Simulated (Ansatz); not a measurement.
# BClHS radical (SMILES S[B]Cl): a rigid scan of the angle H4–S1–B2

Aim: the energy along the angle H4–S1–B2, from CCSD(T) and from cheaper methods, relative to the minimum. No other atom is relaxed.

Method: single points in def2-TZVPP; program: Ansatz 0.2.0, Gaussian basis.

Levels: PBE-D4, r2SCAN-D4, PBE0-D4, B3LYP-D4, wB97M-V, Hartree-Fock, MP2, CCSD, CCSD(T). The scan takes 72.3, 78.3, 84.3, 90.3, 96.3, 102.3, 108.3, 114.3, 120.3°.

Cores are frozen in the correlated methods. Orbitals are unrestricted. B3LYP uses VWN-RPA correlation.

28 further runs of the same task are left out: 28 set aside as unsound or not needed.

## Step 1: Starting geometry

The minimum, relaxed at PBE0-D4: SMILES `S[B]Cl`, 4 atoms, charge 0, spin multiplicity 2.

Atoms are counted from 1 here; the program's logs count them from 0.

Bond lengths: S1–B2 1.766 Å, S1–H4 1.344 Å, B2–Cl3 1.722 Å. Angles: B2–S1–H4 96.3°, S1–B2–Cl3 124.8°.

As a file:

```xyz
4

S     0.5664   -0.7891    0.5314
B    -0.2996    0.4757   -0.3458
Cl   -2.0141    0.6160   -0.4273
H     1.8029   -0.3629    0.2214
```

Energies of the minimum (eV), from earlier single points: PBE-D4 -24040.65148, r2SCAN-D4 -24049.51728, PBE0-D4 -24042.64132, B3LYP-D4 -24052.49963, wB97M-V -24049.74721, CCSD(T) -24023.27611.

At the minimum the angle H4–S1–B2 is 96.3°.

## Step 2: H4–S1–B2 = 72.3°

The input, ccsdt-tzvpp/in.yaml:

```yaml
crystal:
  periodic: [false, false, false]
  atoms:
    - {symbol: S, position_ang: [0.566404, -0.789096, 0.531380]}
    - {symbol: B, position_ang: [-0.299625, 0.475703, -0.345787]}
    - {symbol: Cl, position_ang: [-2.014144, 0.616038, -0.427313]}
    - {symbol: H, position_ang: [1.481909, 0.013003, -0.038710]}
basis:
  gaussian: {orbitals: def2-TZVPP}
magnetization: {spin_polarized: true, initial_magnetization: 1}
correlation: {method: ccsd_t}
scf: {omitted_lower_state_checks: [cluster_reference]}
```

No record of the launch command was kept for these runs.

Further steps of the session: H4–S1–B2 = 78.3°; H4–S1–B2 = 84.3°; H4–S1–B2 = 90.3°; H4–S1–B2 = 96.3°; H4–S1–B2 = 102.3°; H4–S1–B2 = 108.3°; H4–S1–B2 = 114.3°; H4–S1–B2 = 120.3°.

Before running it: what results should come out? Wanted: highest point, CCSD(T); lowest point, CCSD(T); minimum along the scan, CCSD(T); RMS deviation from CCSD(T); largest T1 diagnostic.

**Answer**, as computed:

```
                       quantity                                                                                                                      value
         highest point, CCSD(T)                                                                                                         0.374 eV at 72.3 °
          lowest point, CCSD(T)                                                                                                         0.000 eV at 96.3 °
minimum along the scan, CCSD(T)                                                                                                                     96.1 °
                curvature there                                                                                                              1.36 meV/deg²
     RMS deviation from CCSD(T)  PBE-D4 0.013, r2SCAN-D4 0.005, PBE0-D4 0.003, B3LYP-D4 0.019, wB97M-V 0.007, Hartree-Fock 0.060, MP2 0.013, CCSD 0.009 eV
          largest T1 diagnostic                                                                                                                      0.017
```

In words: A polynomial through the near points puts the CCSD(T) minimum 0.2° below the PBE0-D4 value. Curvature against CCSD(T): PBE-D4 -4 %, Hartree-Fock +19 %. PBE0-D4 follows the CCSD(T) curve best and Hartree-Fock worst.
